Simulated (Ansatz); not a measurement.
# Si2H4 (SMILES [SiH][SiH3]): levels of theory compared

Aim: a comparison of 6 runs (UB3LYP/STO-3G, UBLYP/STO-3G, UHSE06/STO-3G, UPBE0/STO-3G, UMP2/STO-3G, UCCSDT(Q)/STO-3G) of Si2H4. 

Program for the calculation: Ansatz 0.2.0.

29 further runs of the same task are left out: 29 set aside as unsound or not needed.

## Step 1: The system as given

Si2H4: 6 atoms, total charge 0, spin state triplet. SMILES: `[SiH][SiH3]`. The Si2–Si1 distance was set to 2.817 Å, away from the relaxed value.

Bond lengths: Si1–H3 1.473 Å, Si2–H4 1.467 Å, Si2–H5 1.474 Å, Si2–H6 1.474 Å. Angles: H4–Si2–H5 107.9°, H4–Si2–H6 107.9°, H5–Si2–H6 104.3°. A long bond or contact: Si1–Si2 2.817 Å.

## Step 2: A single-point energy at UB3LYP/STO-3G (run 1)

in.yaml

```yaml
crystal:
  periodic: [false, false, false]
  atoms:
    - symbol: Si
      position_ang: [0.478423, -2.100636, 0.420595]
    - symbol: Si
      position_ang: [-0.300130, 0.523270, -0.245660]
    - symbol: H
      position_ang: [1.583633, -2.542576, 1.289005]
    - symbol: H
      position_ang: [-1.456530, 0.376070, -1.136010]
    - symbol: H
      position_ang: [0.714920, 1.325330, -0.951090]
    - symbol: H
      position_ang: [-0.708920, 1.369020, 0.889660]
basis:
  gaussian: {orbitals: STO-3G}
magnetization: {spin_polarized: true, initial_magnetization: 2}
hamiltonian: {xc: {name: B3LYP}}
accuracy: high
```

Command:

```
$ ansatz run in.yaml --threads 1 --pin off --max-ram 2610MiB --events-out events.jsonl --progress --plain --runs-dir runs
```

Log:

```text
Warning: RAYON_NUM_THREADS=1 ignored (pool sized by the plan → 1); use --threads N
Functional definition: B3LYP
  name "B3LYP"
  parameter a0 = 0.2
  parameter ax = 0.72
  parameter ac = 0.81
  exchange = (1 - a0 - ax)*slater_x + ax*b88_x + a0*exact_x
  correlation = (1 - ac)*vwn_rpa_c + ac*lyp_c
374 factors; integrals over basis functions are off by at most 1.1e-8 eV
mean field evaluation 1: about -15632.0356 eV, gradient 9.7e0 eV
mean field evaluation 2: about -15632.1813 eV, gradient 8.5e0 eV
mean field evaluation 4: about -15632.8751 eV, gradient 3.2e-1 eV
mean field evaluation 8: about -15632.8210 eV, gradient 3.9e-3 eV
mean field evaluation 16: about -15632.8210 eV, gradient 8.2e-7 eV
mean field -15632.82101465 eV, -574.4955759819 hartree, gradient 7.9e-8 eV, S^2 2.002271; 0 other end points of the search recorded, 0 dependent functions left out
reference -15632.82104563 eV, -574.4955771204 hartree; 17, 15 occupied and 5, 7 virtual orbitals, 374 factors
Total energy: -15632.82104563 eV, -574.4955771204 hartree
```

It took 1.5 s on 1 thread of AMD EPYC 9R14 (Zen 4), shared host; peak memory 0.16 GiB.

## Step 3: The energy at UBLYP/STO-3G (run 2)

input.yaml

```yaml
crystal:
  periodic: [false, false, false]
  atoms:
    - symbol: Si
      position_ang: [0.478423, -2.100636, 0.420595]
    - symbol: Si
      position_ang: [-0.300130, 0.523270, -0.245660]
    - symbol: H
      position_ang: [1.583633, -2.542576, 1.289005]
    - symbol: H
      position_ang: [-1.456530, 0.376070, -1.136010]
    - symbol: H
      position_ang: [0.714920, 1.325330, -0.951090]
    - symbol: H
      position_ang: [-0.708920, 1.369020, 0.889660]
basis:
  gaussian:
    orbitals: STO-3G
magnetization:
  spin_polarized: true
  initial_magnetization: 2
hamiltonian:
  xc: {name: BLYP}
accuracy: high
```

Command:

```
$ ansatz run input.yaml --threads 1 --pin off --max-ram 2610MiB --events-out events.jsonl --progress --plain --runs-dir runs
```

Log:

```text
Warning: RAYON_NUM_THREADS=1 ignored (pool sized by the plan → 1); use --threads N
Functional definition: BLYP
  name "BLYP"
  parameter beta = 0.0042
  parameter a = 0.04918
  parameter b = 0.132
  parameter c = 0.2533
  parameter d = 0.349
  exchange = b88_x(beta = beta)
  correlation = lyp_c(a = a, b = b, c = c, d = d)
374 factors; integrals over basis functions are off by at most 1.1e-8 eV
mean field evaluation 1: about -15629.3560 eV, gradient 1.2e1 eV
mean field evaluation 2: about -15628.3929 eV, gradient 1.5e1 eV
mean field evaluation 4: about -15630.5234 eV, gradient 5.7e-1 eV
mean field evaluation 8: about -15630.4581 eV, gradient 6.1e-3 eV
mean field evaluation 16: about -15630.4581 eV, gradient 3.4e-7 eV
mean field -15630.45808953 eV, -574.4087400853 hartree, gradient 3.3e-8 eV, S^2 2.000460; 0 other end points of the search recorded, 0 dependent functions left out
reference -15630.45813182 eV, -574.4087416394 hartree; 17, 15 occupied and 5, 7 virtual orbitals, 374 factors
Total energy: -15630.45813182 eV, -574.4087416394 hartree
```

It took 1.3 s on 1 thread of AMD EPYC 9R14 (Zen 4), shared host; peak memory 0.16 GiB.

## Step 4: The energy at UHSE06/STO-3G (run 3)

job.yaml

```yaml
crystal:
  periodic: [false, false, false]
  atoms:
    - {symbol: Si, position_ang: [0.478423, -2.100636, 0.420595]}
    - {symbol: Si, position_ang: [-0.300130, 0.523270, -0.245660]}
    - {symbol: H, position_ang: [1.583633, -2.542576, 1.289005]}
    - {symbol: H, position_ang: [-1.456530, 0.376070, -1.136010]}
    - {symbol: H, position_ang: [0.714920, 1.325330, -0.951090]}
    - {symbol: H, position_ang: [-0.708920, 1.369020, 0.889660]}
basis:
  gaussian:
    orbitals: STO-3G
magnetization:
  spin_polarized: true
  initial_magnetization: 2
hamiltonian:
  xc: {name: HSE06}
accuracy: high
```

Command:

```
$ ansatz run job.yaml --threads 1 --pin off --max-ram 2610MiB --events-out events.jsonl --progress --plain --runs-dir runs
```

Log:

```text
Warning: RAYON_NUM_THREADS=1 ignored (pool sized by the plan → 1); use --threads N
Functional definition: HSE06
  name "HSE06"
  parameter a = 0.25
  parameter omega = 0.11/bohr
  exchange = pbe_x - a*pbe_x_sr(omega) + a*exact_x_sr(omega)
  correlation = pbe_c
374 factors; integrals over basis functions are off by at most 1.1e-8 eV
69 factors; integrals over basis functions are off by at most 9.0e-10 eV
mean field evaluation 1: about -15624.8551 eV, gradient 9.0e0 eV
mean field evaluation 2: about -15624.9573 eV, gradient 8.2e0 eV
mean field evaluation 4: about -15625.6176 eV, gradient 3.5e-1 eV
mean field evaluation 8: about -15625.5649 eV, gradient 5.5e-3 eV
mean field evaluation 16: about -15625.5649 eV, gradient 9.3e-7 eV
mean field -15625.56491486 eV, -574.2289192328 hartree, gradient 4.9e-8 eV, S^2 2.002480; 0 other end points of the search recorded, 0 dependent functions left out
reference -15625.56491703 eV, -574.2289193125 hartree; 17, 15 occupied and 5, 7 virtual orbitals, 374 factors
Total energy: -15625.56491703 eV, -574.2289193125 hartree
```

It took 1.7 s on 1 thread of AMD EPYC 9R14 (Zen 4), shared host; peak memory 0.16 GiB.

Runs 4 to 5 aren't shown in full; the table further down has their settings and results.

## Step 5: The energy at UCCSDT(Q)/STO-3G (run 6)

Changes to in.yaml since step 2:

```diff
@@ -16,5 +16,12 @@
 basis:
-  gaussian: {orbitals: STO-3G}
-magnetization: {spin_polarized: true, initial_magnetization: 2}
-hamiltonian: {xc: {name: B3LYP}}
+  gaussian:
+    orbitals: STO-3G
+correlation:
+  method: ccsdt_q
+  frozen_orbitals: {H: 0, Si: 5}
+magnetization:
+  spin_polarized: true
+  initial_magnetization: 2
 accuracy: high
+scf:
+  omitted_lower_state_checks: [cluster_reference, increment]
```

Command:

```
$ ansatz run in.yaml --threads 1 --pin off --max-ram 2610MiB --events-out events.jsonl --progress --plain --runs-dir runs
```

Log:

```text
Warning: RAYON_NUM_THREADS=1 ignored (pool sized by the plan → 1); use --threads N
[... 11 lines left out ...]
10 core orbitals not correlated: weight in the atoms' cores, before any rotation towards them, 1.000 or more for the frozen orbitals, at most 0.000 for the correlated occupied ones
[... 33 lines left out ...]
Total energy: -15604.92174491 eV, -573.4702967296 hartree
Checks for a lower state left out: cluster_reference, increment
```

It took 0.91 s on 1 thread of AMD EPYC 9R14 (Zen 4), shared host.

## Step 6: All runs side by side

```tsv
run	level	frozen core orbitals	energy (Eh)	⟨S²⟩	wall time
1	UB3LYP/STO-3G	–	-574.495577	2.002	1.5 s
2	UBLYP/STO-3G	–	-574.408742	2.000	1.3 s
3	UHSE06/STO-3G	–	-574.228919	2.002	1.7 s
4	UPBE0/STO-3G	–	-574.241772	2.003	1.5 s
5	UMP2/STO-3G	10	-573.429507	2.061	0.14 s
6	UCCSDT(Q)/STO-3G	10	-573.470297	2.061	0.91 s
```

## Step 7: What came out

| quantity | value |
| --- | --- |
| run 6: total energy | -573.47030 Eh |
| run 6: correlation energy (10 core orbitals frozen) | -100.7 mEh |
| run 6: ⟨S²⟩ of the reference determinant | 2.061 |
| run 6: T1 diagnostic | 0.034 |

In words: Totals of different functionals can't be ranked against each other. In runs 1, 2, 3, 4, 5, 6 the basis is minimal, so the values are rough. All runs together took 7 s, the longest 1.7 s.
